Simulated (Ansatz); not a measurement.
A made-up structure of Si3H6, singlet:

```xyz
9
angstrom
Si -1.1806 1.0591 -1.3915
Si 0.2660 0.8855 0.1718
Si 0.7822 -1.2131 0.9951
H -2.0296 -0.0935 -1.7664
H -1.5782 2.3371 -2.0244
H 1.1045 2.0606 0.5116
H 2.1696 -1.6157 0.6416
H -0.1823 -2.1654 0.3865
H -0.3444 2.1580 -1.0603
```

It is relaxed with PBE-D4/def2-SVP and then PBE0-D4/def2-TZVP (Ansatz 0.2.0). Atoms count as bonded within 1.22 times the sum of their covalent radii (H–H: 0.88 Å). The end point is not checked to be a true minimum.

**Question.** Does its bonding change? (A judgement: the text doesn't fix the answer.)

**Answer.** The calculation gives: No: no bond forms or breaks.

Where it ends: The first stage lowers the energy by 3.82 eV in 22 steps. It ends as Si₃H₆ ([SiH2][SiH][SiH3]):
```xyz
9
angstrom
Si -1.0622 1.3496 -1.4982
Si 0.5631 0.8495 0.0694
Si 0.7394 -1.1625 0.7688
H -1.6417 0.0574 -1.9485
H -2.1362 2.2030 -0.9230
H 1.2733 1.9304 0.7952
H 1.7120 -1.6108 1.7912
H 0.0375 -2.2655 0.0755
H -0.4781 2.0615 -2.6664
```

Labels in which every atom is bracketed show which atoms are joined, not bond orders.

For scale, one of the runs: PBE0-D4/def2-TZVP relaxation, 147 basis functions, launched by `ansatz run in.yaml --threads 2 --pin off --events-out ev --progress --plain --max-ram 4352MiB`. The run took about 27 s on 2 CPU threads of an Intel Xeon Platinum 8488C (shared host).
